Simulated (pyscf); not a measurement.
Insertion: F–Si:–F [singlet] + NH₃ -> H₂N–SiH(F)–F

Gas phase, singlet surface, charge 0. Bonds broken: N4–H5. Bonds formed: Si2–N4, Si2–H5. Optimised with ωB97X-D3(BJ)/def2-SVP in PySCF. Correlated levels are frozen-core, on RHF or UHF. ΔMP2 is the change of the MP2 total energy from the triple- to the quadruple-zeta basis.

Transition state (Å):

```xyz
7

F     -0.5900     1.6811    -0.5605
Si     0.2659     0.2951    -0.4837
F      1.1271     0.4139     0.8977
N     -0.9285    -1.0439     0.0030
H      0.0368    -1.2046    -1.0314
H     -0.9181    -1.5127     0.9137
H     -1.8595    -1.0561    -0.4180
```

One imaginary mode, 1603i cm⁻¹; descent along it reached the two sides named, in the forms told below.

```
bond    change  reactant side (Å)  saddle  product side
------  ------  -----------------  ------  ------------
N4–H5   breaks              1.021   1.424           2.6
Si2–N4   forms              2.115   1.859         1.695
Si2–H5   forms                2.7   1.613         1.474
```

Electronic energies relative to the separated reactants (kcal/mol):

```
level                             barrier  reaction energy  reverse barrier
--------------------------------  -------  ---------------  ---------------
ωB97X-D3(BJ)/def2-TZVP               25.1            -54.8             79.9
PBE/def2-TZVP                        18.9            -46.8             65.7
r²SCAN/def2-TZVP                     17.3            -55.7             73.0
B3LYP-D3(BJ)/def2-TZVP               24.7            -50.0             74.7
PBE0-D3(BJ)/def2-TZVP                20.9            -53.2             74.0
M06-2X/def2-TZVP                     25.0            -54.2             79.2
ωB97M-D3(BJ)/def2-TZVP               28.1            -49.1             77.2
HF/def2-TZVP                         42.4            -55.5             97.9
MP2/def2-QZVPP                       24.6            -55.2             79.9
CCSD/def2-TZVPP                      30.7            -51.6             82.2
CCSD(T)/def2-TZVPP                   27.7            -51.1             78.8
CCSD(T)/def2-TZVPP + ΔMP2(QZVPP)     26.9            -51.7             78.5
```

With CCSD(T)/def2-TZVPP + ΔMP2(QZVPP) energies and thermal terms (ideal gas, 1 atm, RRHO with modes under 100 cm⁻¹ raised to 100, one conformer, R ln 2 for rigid chiral ones), in kcal/mol:

| T (K) | ΔH‡ | ΔG‡ | ΔH | ΔG |
|---|---|---|---|---|
| 298 | 24.6 | 34.9 | -51.7 | -41.7 |
| 600 | 25.1 | 45.1 | -50.9 | -31.8 |
| 900 | 25.9 | 55.0 | -49.6 | -22.5 |
| 1200 | 26.9 | 64.5 | -48.3 | -13.6 |

On the reactant side the descent ends in an adduct with a N–Si contact, 19.9 kcal/mol under the separated species and 45.0 kcal/mol under the saddle at ωB97X-D3(BJ)/def2-TZVP. What is counted as formed (N–Si) is already present as a longer contact in the reactant adduct; forming that adduct is a step of its own. One saddle was located; it need not be the lowest between these sides. The CCSD(T) − MP2 part came from Ansatz, without density fitting, on the same reference.
